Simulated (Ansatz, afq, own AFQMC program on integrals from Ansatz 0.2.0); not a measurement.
## Breaking Ge1–H2 in GeH4, singlet

```xyz
5

Ge    0.0001    0.0001    0.0000
H     1.1502   -0.7577    0.6818
H    -1.2410   -0.0300    0.9058
H    -0.3298   -0.6703   -1.3430
H     0.4206    1.4580   -0.2445
```

Products: GeH$_{3}$ (doublet; GeH3) and H (doublet), each relaxed with PBE0/def2-SVP like the molecule; electronic energies without zero-point terms. Determinants: RHF, UHF and UHF in that order.

Basis def2-TZVP. Noble-gas cores (and the filled d shells of Ga–Kr and In–Xe) are frozen. Integrals, coupled cluster, full CI and functionals: Ansatz 0.2.0; the random walks run on the same integrals in our own AFQMC program. ph-AFQMC/CISD is guided by a CISD state made of CCSD amplitudes; releasing the constraint for a short imaginary time cuts its bias at the price of noise, slowly where states lie close. Free projection: walkers drawn from exp(T), propagated without any constraint. Its projection time is finite, and what remains of the start isn't in its error. Uncertainties: one standard error, sampling alone. No spin–orbit coupling. The errors of all members are added in quadrature.

No full CI on the walks' own integrals is used here; CCSDT(Q) serves as the reference and is uncertain by about the last step of the cluster series. Each member takes its own surest rung, up to full CI.

Errors are counted within def2-TZVP, not against nature.

Cautions: inner d shell frozen; no relativity below Rb; no spin-orbit coupling.

```csv
level,bond energy (eV)
MP2,3.636
HF,2.996
```

Question: From these cheaper values, estimate the bond energy at the reference level in def2-TZVP.

Answer: 3.757 eV (CCSDT(Q) in def2-TZVP).

```
         level  bond energy (eV)  error against CCSDT(Q) (eV)
          CCSD             3.749                       -0.008
       CCSD(T)             3.758                        0.000
         CCSDT             3.757                        0.000
   ph-AFQMC/HF     3.768 ± 0.024                0.011 ± 0.024
 ph-AFQMC/CISD     3.761 ± 0.002                0.004 ± 0.002
released AFQMC     3.755 ± 0.001               -0.002 ± 0.001
    free AFQMC     3.758 ± 0.002                0.001 ± 0.002
```

Correlation beyond CCSD(T) changes it by less than 2 meV. The perturbative (T) step is worth +0.009 eV.

Free projections are given only where their last times agree within the noise and don't stop above the reference; a slow remainder of the start can still hide under it. Released energies are given only where the last usable release times agree within the noise; a slower fall can still hide under it.
